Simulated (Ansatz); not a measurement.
**CH4FSi (SMILES [CH2][SiH2]F): methods side by side**

CH4FSi: 7 atoms, total charge 0, spin state doublet. SMILES: `[CH2][SiH2]F`. Geometry: optimised at B3LYP/def2-SVP. This is one conformer, not always the lowest.

Each level gives the adiabatic electron affinity (to the singlet anion, shapes relaxed at B3LYP/def2-SVP, no zero-point term) (eV). The values are calculated.

The electron affinity is E(neutral) − E(anion): positive where the electron is bound.

| level | kind | program | value (eV) | less CCSD(T)/def2-TZVP | CPU time (all runs) |
| --- | --- | --- | --- | --- | --- |
| UHF/def2-TZVP | Hartree–Fock | Ansatz | -0.16 | -1.42 | 2.4 s |
| USVWN5/def2-TZVP | LDA | Ansatz | 1.78 | +0.52 | 2.9 s |
| UBLYP/def2-TZVP | GGA | Ansatz | 1.33 | +0.07 | 5.4 s |
| U-r2SCAN/def2-TZVP | meta-GGA | Ansatz | 1.22 | -0.04 | 11 s |
| UPBE0-D4/def2-TZVP | global hybrid | Ansatz | 1.32 | +0.06 | 6.4 s |
| UCAM-B3LYP/def2-TZVP | range-separated hybrid | Ansatz | 1.35 | +0.09 | 6.8 s |
| UB2PLYP/def2-TZVP | double hybrid | Ansatz | 1.30 | +0.04 | 10 s |
| UCCSD(T)/def2-TZVP | coupled cluster or CI | Ansatz | 1.26 | 0.00 | 68 s |

UCCSD(T)/def2-TZVP is the highest level here, not the true value. The values span -0.16 to 1.78 eV. Times are those of the runs behind each value, whatever else they computed, on shared processors of several kinds: orders of magnitude only.
